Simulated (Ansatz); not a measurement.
Relative stability

The two ends of one reaction step of Si2H8, closed shell (PBE0-D4/def2-TZVP).

A:

```tsv
atom	x (Å)	y (Å)	z (Å)
Si1	-1.2514	-0.7662	-0.0865
Si2	-0.0818	1.2587	-0.0531
H3	-0.3084	-1.9166	-0.0742
H4	-2.1387	-0.8674	1.1032
H5	-2.0891	-0.8538	-1.3129
H6	2.8640	-0.6857	0.3947
H7	2.4878	-1.2889	0.1671
H8	0.7238	1.3735	1.1919
H9	0.8316	1.3490	-1.2235
H10	-1.0379	2.3974	-0.1067
```

B:

Si1  (-0.679, -1.912, -0.135)
Si2  (-0.171, 1.854, -0.042)
H3  (-0.619, -3.386, -0.327)
H4  (-1.194, -1.615, 1.224)
H5  (-1.567, -1.315, -1.162)
H6  (1.498, 1.648, 0.613)
H7  (0.694, -1.359, -0.279)
H8  (0.998, 1.108, 0.991)
H9  (0.749, 1.737, -1.240)
H10  (0.290, 3.240, 0.358)
(Å)

Program: Ansatz 0.2.0. Basis: def2-TZVPP. Cores are frozen in the correlated methods. B3LYP uses VWN-RPA correlation.

(1) Which structure is lower at CCSD(T), and by how much? (An estimate is asked for; the value comes from the calculation.)

No T1 diagnostic of these runs exceeds 0.013.

Answers

(1) By the calculation: A, by 2.075 eV (electronic energy, against the other). By their contacts, A is a complex of Si₂H₆ ([SiH3][SiH3]) + H₂ and B is a complex of SiH₄ ([H][H][SiH2]) + SiH₄.

All methods give the same order:

```
      method  E(B) − E(A) (eV)
       SPW92             1.812
      PBE-D4             1.952
     BLYP-D4             1.913
   r2SCAN-D4             2.097
      B97M-V             2.003
     PBE0-D4             2.063
    B3LYP-D4             2.006
  r2SCAN0-D4             2.138
    BHLYP-D4             2.131
CAM-B3LYP-D4             2.049
     wB97X-V             2.160
     wB97M-V             1.948
      B2PLYP             2.063
    PBE-QIDH             2.164
  RPA on PBE             2.025
          HF             2.307
         MP2             2.147
        CCSD             2.094
     CCSD(T)             2.075
```

Labels in which every atom is bracketed show which atoms are joined, not bond orders.

For scale, one of the runs: CCSD(T)/def2-TZVPP, 196 basis functions, launched by `ansatz run in.yaml --threads 2 --pin off --events-out ev --progress --plain --max-ram 4352MiB`. The run took 26 s on 2 CPU threads of an Arm Neoverse V2 (shared host), with 2 GiB of host memory at its peak.
